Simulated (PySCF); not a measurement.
PySCF input (M06-2X/def2-TZVPD):

```python
from pyscf import gto, scf, dft

mol = gto.M(
    atom='''
    H    -0.00000000   -0.00000000   -0.37201156
    H     0.00000000    0.00000000    0.37201156
    ''',
    basis='def2-tzvpd',
    charge=0,
    spin=0,
    verbose=4,
)

mf = dft.RKS(mol, xc='m062x').density_fit(auxbasis='def2-universal-jkfit')
mf.grids.level = 4
mf.conv_tol = 1e-9
mf.max_cycle = 100
mf.max_memory = 1500
mf.kernel()
if not mf.converged:
    mf = mf.newton()
    mf.kernel(mf.make_rdm1())
mf.analyze()
```

End of the output:

```
Extra cycle  E= -1.16851526693922  delta_E= -8.88e-16  |g|= 1.22e-08  |ddm|= 5.89e-08
converged SCF energy = -1.16851526693922
**** SCF Summaries ****
Total Energy =                          -1.168515266939217
Nuclear Repulsion Energy =               0.711237590197466
One-electron Energy =                   -2.502472908560359
Two-electron Energy =                    0.622720051423675
Two-electron Coulomb Energy =            1.317880856846404
DFT Exchange-Correlation Energy =       -0.695160805422728
HOMO-LUMO gap [eV] =                    15.432645490642317
**** MO energy ****
MO #1   energy= -0.495216611802501 occ= 2
MO #2   energy= 0.0719226540658208 occ= 0
MO #3   energy= 0.144227552523065  occ= 0
MO #4   energy= 0.144227552523066  occ= 0
MO #5   energy= 0.173958252966258  occ= 0
MO #6   energy= 0.26028584545773   occ= 0
MO #7   energy= 0.260285845457731  occ= 0
MO #8   energy= 0.293018051798748  occ= 0
MO #9   energy= 0.348564731024449  occ= 0
MO #10  energy= 0.811476944099374  occ= 0
MO #11  energy= 1.5164720830897    occ= 0
MO #12  energy= 1.51647208308971   occ= 0
MO #13  energy= 1.66200220497239   occ= 0
MO #14  energy= 2.05428963563815   occ= 0
MO #15  energy= 2.05428963563816   occ= 0
MO #16  energy= 2.42994787950215   occ= 0
MO #17  energy= 2.64215071190273   occ= 0
MO #18  energy= 3.93702278413226   occ= 0
 ** Mulliken pop on meta-lowdin orthogonal AOs  **
 ** Mulliken pop  **
pop of  0 H 1s            0.99396
pop of  0 H 2s            0.00357
pop of  0 H 3s            0.00078
pop of  0 H 2px           0.00000
pop of  0 H 2py           0.00000
pop of  0 H 2pz           0.00124
pop of  0 H 3px           0.00000
pop of  0 H 3py           0.00000
pop of  0 H 3pz           0.00045
pop of  1 H 1s            0.99396
pop of  1 H 2s            0.00357
pop of  1 H 3s            0.00078
pop of  1 H 2px           0.00000
pop of  1 H 2py           0.00000
pop of  1 H 2pz           0.00124
pop of  1 H 3px           0.00000
pop of  1 H 3py           0.00000
pop of  1 H 3pz           0.00045
 ** Mulliken atomic charges  **
charge of    0H =     -0.00000
charge of    1H =      0.00000
Dipole moment(X, Y, Z, Debye): -0.00000, -0.00000,  0.00000
```
